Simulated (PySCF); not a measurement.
## From a log to its input

A PySCF 2.14 run on the atoms Mg 0 0 0; Cl 0 0 2.325 (angstrom) printed this (some set-up lines and the per-cycle HOMO/LUMO lines with their warnings removed):

```
PySCF version 2.14.0

[INPUT] verbose = 4
[INPUT] num. atoms = 2
[INPUT] num. electrons = 9
[INPUT] charge = 0
[INPUT] spin (= nelec alpha-beta = 2S) = 1
[INPUT] symmetry False subgroup None
[INPUT] Mole.unit = angstrom

nuclear repulsion = 3.18644342059355
number of shells = 8
number of NR pGTOs = 32
number of NR cGTOs = 16
basis = sbkjc
ecp = {'Mg': 'sbkjc', 'Cl': 'sbkjc'}

******** <class 'pyscf.scf.uhf.UHF'> ********
method = UHF
initial guess = minao
damping factor = 0
level_shift factor = 0
DIIS = <class 'pyscf.scf.diis.CDIIS'>
diis_start_cycle = 1
diis_space = 8
diis_damp = 0
SCF conv_tol = 1e-09
SCF conv_tol_grad = None
SCF max_cycles = 50
direct_scf = True
direct_scf_tol = 1e-13
number electrons alpha = 5  beta = 4
Set gradient conv threshold to 3.16228e-05
init E= -14.7703266127651

cycle= 1 E= -15.4829211798072  delta_E= -0.713  |g|= 0.0991  |ddm|= 1.86
cycle= 2 E= -15.5081032829976  delta_E= -0.0252  |g|= 0.0534  |ddm|= 0.297
cycle= 3 E= -15.5153165938069  delta_E= -0.00721  |g|= 0.0267  |ddm|= 0.162
cycle= 4 E= -15.5185259062399  delta_E= -0.00321  |g|= 0.0106  |ddm|= 0.152
cycle= 5 E= -15.5189466090173  delta_E= -0.000421  |g|= 0.00446  |ddm|= 0.0519
cycle= 6 E= -15.519011834242  delta_E= -6.52e-05  |g|= 0.00101  |ddm|= 0.0249
cycle= 7 E= -15.5190139826368  delta_E= -2.15e-06  |g|= 0.000306  |ddm|= 0.00473
cycle= 8 E= -15.5190142346718  delta_E= -2.52e-07  |g|= 7.54e-05  |ddm|= 0.0014
cycle= 9 E= -15.5190142478907  delta_E= -1.32e-08  |g|= 1.82e-05  |ddm|= 0.000357
cycle= 10 E= -15.5190142487093  delta_E= -8.19e-10  |g|= 2.46e-06  |ddm|= 0.000106
Extra cycle  E= -15.5190142487194  delta_E= -1.01e-11  |g|= 9.97e-07  |ddm|= 5.17e-06
converged SCF energy = -15.5190142487194  <S^2> = 0.75139021  2S+1 = 2.0013897

******** <class 'pyscf.cc.uccsd.UCCSD'> ********
CC2 = 0
CCSD nocc = (np.int64(5), np.int64(4)), nmo = (16, 16)
max_cycle = 50
direct = 0
conv_tol = 1e-07
conv_tol_normt = 1e-06
diis_space = 6
diis_start_cycle = 0
diis_start_energy_diff = 1e+09
Init t2, MP2 energy = -0.0365565823659707
Init E_corr(UCCSD) = -0.0365565823677286
cycle = 1  E_corr(UCCSD) = -0.0401191749573455  dE = -0.00356259259  norm(t1,t2) = 0.0486195
cycle = 2  E_corr(UCCSD) = -0.0416873519974233  dE = -0.00156817704  norm(t1,t2) = 0.0184627
cycle = 3  E_corr(UCCSD) = -0.0425245064706386  dE = -0.000837154473  norm(t1,t2) = 0.0113098
cycle = 4  E_corr(UCCSD) = -0.0427307068186247  dE = -0.000206200348  norm(t1,t2) = 0.00342343
cycle = 5  E_corr(UCCSD) = -0.0426928298164749  dE = 3.78770021e-05  norm(t1,t2) = 0.00155462
cycle = 6  E_corr(UCCSD) = -0.0427017649061673  dE = -8.93508969e-06  norm(t1,t2) = 0.000455716
cycle = 7  E_corr(UCCSD) = -0.0427032832541339  dE = -1.51834797e-06  norm(t1,t2) = 0.000167311
cycle = 8  E_corr(UCCSD) = -0.0427043187720927  dE = -1.03551796e-06  norm(t1,t2) = 6.46374e-05
cycle = 9  E_corr(UCCSD) = -0.0427043481246766  dE = -2.93525839e-08  norm(t1,t2) = 2.48922e-05
cycle = 10  E_corr(UCCSD) = -0.0427043206450896  dE = 2.7479587e-08  norm(t1,t2) = 8.17707e-06
cycle = 11  E_corr(UCCSD) = -0.0427042582110092  dE = 6.24340804e-08  norm(t1,t2) = 3.61133e-06
cycle = 12  E_corr(UCCSD) = -0.0427042043216158  dE = 5.38893935e-08  norm(t1,t2) = 1.55496e-06
cycle = 13  E_corr(UCCSD) = -0.0427041894530796  dE = 1.48685361e-08  norm(t1,t2) = 7.17917e-07
UCCSD converged
E(UCCSD) = -15.56171843817244  E_corr = -0.04270418945307962
UCCSD(T) correction = -0.00113506566849507
Dipole moment(X, Y, Z, Debye): -0.00000,  0.00000, -4.92453
orbital energies (hartree): [array([-0.4166, -0.4166, -0.3035,  0.0132,  0.0132,  0.062 ]), array([-0.4427, -0.4158, -0.4158, -0.0182,  0.0402,  0.0402])]
```

Question: Write the input that gave this log.

Answer: The input was:

```python
from pyscf import gto, scf, cc

mol = gto.M(
    atom='Mg 0 0 0; Cl 0 0 2.325',
    basis='sbkjc',
    ecp={'Mg': 'sbkjc', 'Cl': 'sbkjc'},
    charge=0,
    spin=1,
    verbose=4,
)
mf = scf.UHF(mol)
mf.kernel()
mycc = cc.CCSD(mf)
mycc.kernel()
mycc.ccsd_t()
mf.dip_moment()
print('orbital energies (hartree):', [e[max(0, n-3):n+3].round(4) for e, n in zip(mf.mo_energy, mol.nelec)])
```

The bond length is a typed value, not an optimised one. No search for the lowest solution was made.
